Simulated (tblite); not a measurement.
C4H7O2 (doublet state).
Atom-mapped SMILES: `[CH3:1][O:2][CH2:3][CH2:4][C:5]=[O:6]` (hydrogens: H7, H8, H9 on C1; H10, H11 on C3; H12, H13 on C4)

Cartesian coordinates in Å at the GFN2-xTB level; atoms count from 1:
```xyz
13
C4H7O2 angstrom
C     -2.1403   -0.1981    0.1566
O     -0.8360   -0.5136    0.5718
C      0.1553    0.1511   -0.1740
C      1.5238   -0.2757    0.3770
C      2.6688    0.3480   -0.3151
O      2.7502    1.1169   -1.2198
H     -2.3044   -0.4819   -0.8902
H     -2.8143   -0.7637    0.7964
H     -2.3442    0.8742    0.2660
H      0.0812   -0.1139   -1.2399
H      0.0406    1.2424   -0.0857
H      1.5866   -0.0250    1.4382
H      1.6283   -1.3603    0.3009
```

Structure optimised with GFN2-xTB, isolated species. This method treats the open shell by occupation alone, without spin polarisation.

Masses are those of the commonest isotopes; rigid-rotor values at the optimised geometry. The values belong to one conformer with, in the numbering `[CH3:1][O:2][CH2:3][CH2:4][C:5]=[O:6]`, C1–O2–C3–C4 180°, O2–C3–C4–C5 180°, C3–C4–C5–O6 0°.

**Question.** Give the principal moments of inertia and the rotational constants in MHz.

**Answer.** Ia = 39.27, Ib = 326.27, Ic = 356.03 u·Å²; 505379 MHz·u·Å²/I gives A = 12870, B = 1549, C = 1419 MHz.

**Question.** Classify the top.

**Answer.** A near-prolate asymmetric top; Ray's κ = -0.977.

**Question.** Is it planar, by Δ = Ic − Ia − Ib?

**Answer.** Not planar: Δ = Ic − Ia − Ib = -9.50 u·Å². For a rigid frame Δ = −2 Σ m c², so Σ m c² = 4.75 u·Å² lies off the ab plane, practically all of it from hydrogen. The atom farthest from that plane is 0.89 Å away.

**Question.** Give the other two planar moments, Paa and Pbb, and the rms extents of the mass along the axes.

**Answer.** Paa = Σ m a² = (Ib + Ic − Ia)/2 = 321.52 and Pbb = Σ m b² = (Ia + Ic − Ib)/2 = 34.52 u·Å². With the mass M = 87.04 u, the rms extents √(P/M) along a, b and c are 1.92, 0.63, 0.23 Å.

**Question.** List the rotational levels J(Ka,Kc) to J = 2 (MHz).

**Answer.** Above 0(0,0):
J = 1: 1(0,1) 2968, 1(1,1) 14289, 1(1,0) 14419
J = 2: 2(0,2) 8904, 2(1,2) 20096, 2(1,1) 20485, 2(2,1) 54447, 2(2,0) 54448

**Question.** Estimate the classical rotational partition function at 10 K, 25 K and 100 K.

**Answer.** Point group Cs, symmetry number σ = 1; q = (√π/σ)·√((kT/h)³/(ABC)), k/h = 20836.6 MHz/K: 1000 at 10 K, 3960 at 25 K, 31700 at 100 K.

For this open shell read J as N, the rotation without spin; fine and hyperfine splittings come on top. Its GFN2-xTB frequencies are all real (lowest 56 cm⁻¹). Constants of a rigid frame at the computed geometry: no zero-point averaging, no centrifugal distortion.
